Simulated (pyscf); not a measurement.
# Routes from HCl + H₂N–Si•(Cl)–Cl

Candidate steps break at most two bonds and form at most two. Each was searched with GFN2-xTB (tblite) first. Single points on ωB97X-D3(BJ)/def2-SVP structures (PySCF, gas phase). Energies: ωB97M-D3(BJ)/def2-TZVP, kJ/mol, from the separated reactants, doublet surface; ΔG‡ with ideal gas, 1 atm, RRHO with modes under 100 cm⁻¹ raised to 100, one conformer, R ln 2 for chiral ones without a mode under 150 cm⁻¹.

```json
[
 {"products": "Cl–Si•(Cl)–Cl + NH₃", "type": "four-centre exchange", "ΔE‡": "15.8", "ΔE": "-30.4", "ΔG‡ 298 K": "60.8", "ΔG‡ 900 K": "155.7", "ν‡ (cm⁻¹)": "854i"},
 {"products": "H₂N–Si(Cl)(Cl)–Cl + H•", "type": "atom transfer", "ΔE‡": "60.1", "ΔE": "-31.8", "ΔG‡ 298 K": "90.4", "ΔG‡ 900 K": "169.8", "ν‡ (cm⁻¹)": "704i"}
]
```

Row 1: On the product side the descent ends in an adduct with a N–Si contact (not fully relaxed), 42.3 kJ/mol under the separated species and 92.0 kJ/mol under the saddle at ωB97X-D3(BJ)/def2-TZVP. 

Plain bond fissions and candidates not yet searched are not listed, and one of them may be faster. Each barrier is that of the saddle found; lower ones may exist.
